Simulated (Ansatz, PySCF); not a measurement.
This PySCF input computes a SVWN5/def2-TZVPD energy:

```python
from pyscf import gto, scf, dft

mol = gto.M(
    atom='''
    Na   -0.00000000   -0.00000000   -2.00393830
    Na    0.00000000    0.00000000    2.00393830
    ''',
    basis='def2-tzvpd',
    charge=1,
    spin=1,
    symmetry='D2h',
    verbose=4,
)

mf = dft.UKS(mol, xc='svwn').density_fit(auxbasis='def2-universal-jkfit')
mf.grids.level = 3
mf.conv_tol = 1e-9
mf.max_cycle = 100
mf.max_memory = 1500
mf.kernel()
if not mf.converged:
    mf = mf.newton()
    mf.kernel(mf.make_rdm1())
mf.analyze()
```

### Question
Write an input for the same energy in Ansatz (an electronic-structure program) and say what it gives.

### Answer

Ansatz 0.2 input:
```yaml
crystal:
  periodic: [false, false, false]
  atoms:
    - {symbol: Na, position_ang: [-0.00000000, -0.00000000, -2.00393830]}
    - {symbol: Na, position_ang: [0.00000000, 0.00000000, 2.00393830]}
basis:
  gaussian:
    orbitals: def2-TZVPD
hamiltonian:
  xc: {name: SVWN5}
total_charge: 1
magnetization: {spin_polarized: true, initial_magnetization: 1}
output: {forces: true}
```
It gives -322.70313 Eh, and PySCF -322.70318 Eh, a difference of 0.05 mEh, from the treatment of integrals and grids.
